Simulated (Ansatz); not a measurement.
The same path of BH4N + H2S (9 atoms, charge 0, multiplicity 1) was run twice with different band settings. Lost on the way: B1–H2, S7–H9. Made: B1–S7, H2–H9.

Method: Ansatz 0.2.0, RKS PBE/6-31G*.

Relaxed end points:

```xyz
9
Properties=species:S:1:pos:R:3
B 0.054 -0.624 -0.432
H 0.203 -1.150 0.643
H 0.934 -0.560 -1.254
N -1.190 -0.051 -0.731
H -1.996 -0.100 -0.109
H -1.405 0.380 -1.629
S -1.170 3.029 1.395
H -0.853 2.009 0.548
H -0.455 2.479 2.411
```

```xyz
9
Properties=species:S:1:pos:R:3
B -0.187 0.709 -0.776
H -0.029 -0.237 3.114
H 0.847 0.192 -1.108
N -1.400 0.032 -0.975
H -1.430 -0.896 -1.392
H -2.318 0.394 -0.722
S -0.029 2.371 -0.028
H -1.349 2.621 0.206
H 0.016 0.226 2.522
```

Common settings: movable images 7; climbing image yes; spring 5.0 eV/Å²; optimiser quadratic models (default); force threshold 0.05 eV/Å; iteration limit 60; end points relaxed.

| run | start path |
| --- | --- |
| 1 | through a guess of the saddle point |
| 2 | straight line |

(1) What does each run give, and how far can it be trusted?

Results:

(1) Run 1: converged after 16 iterations, highest image 1.271 eV above the first end. A vibrational analysis at the climbing image gives one clearly imaginary mode, 732i cm⁻¹: a first-order saddle point.
Run 2: converged after 17 iterations, highest image 1.272 eV above the first end. Another band between the same ends (7 images) ends at a top of the same energy, where a vibrational analysis finds 1 clearly imaginary mode.
The orbitals stay closed-shell, which can raise the energy where a bond breaks towards radicals; this wasn't checked here.
